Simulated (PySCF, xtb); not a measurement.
CH2O, SMILES C=O.

Harmonic wavenumbers (cm⁻¹) from GFN2-xTB (xtb) at its own minimum, in rising order: 1085, 1203, 1490, 1806, 2793, 2839.

Question: What does PBE-D3(BJ)/def2-TZVPD run with PySCF 2.14.0 give at its own minimum? (Estimate from the structure and the level; the computed values follow.)

Answer: 1148, 1218, 1477, 1762, 2794, 2840. Paired by order, the mean absolute difference is 23 cm⁻¹ and the zero-point energies are 16.0 and 16.1 kcal/mol.
